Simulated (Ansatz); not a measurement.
fcc Ni, relaxed in Ansatz (plane waves) with several semilocal functionals. Each gives its own volume and its own bulk modulus:

```tsv
level	V0 (Å³/atom)	bulk modulus B0 (GPa)	ln V0	ln B0
LDA	10.029	255.0	2.3055	5.5413
PBEsol	10.382	228.9	2.3401	5.4333
PBE	10.893	197.4	2.3881	5.2852
```

**Question.** Fit a straight line to ln B0 against ln V0. What does it predict for r²SCAN, whose volume is 10.516 Å³/atom?

**Answer.** With x = ln V0 and y = ln B0: means 2.34457 and 5.41993; Σ(Δx Δy) = -0.01067, Σ(Δx²) = 0.003441, so the slope is -3.10. At x = 2.3529 the line gives y = 5.41993 + (-3.10) × (2.3529 − 2.34457) = 5.3941, or 220.1 GPa. The run with r²SCAN gives 218.1 GPa, -0.9 % from the line. The rows used scatter about it by up to 0.0 %, while the largest value lies 29 % above the smallest. For comparison, PBE's own equation of state has B′ = 4.8, the slope −d ln B/d ln V at a fixed functional; the two needn't agree, since functionals also differ at one volume.

Measured: 192 GPa (measured, 0 K value with the zero-point phonon effect removed, our sources range from 186 to 195; as tabulated in Mejia-Rodriguez and Trickey (2018), arXiv:1807.09216).

Spin-polarised runs: LDA (parallel moments), PBEsol (parallel moments), r²SCAN (parallel moments), PBE (parallel moments).

Ansatz's density-functional and Hartree–Fock values are scalar-relativistic unless marked +SOC, with PAW data made under PBE.

Ansatz is a program for electronic structure.
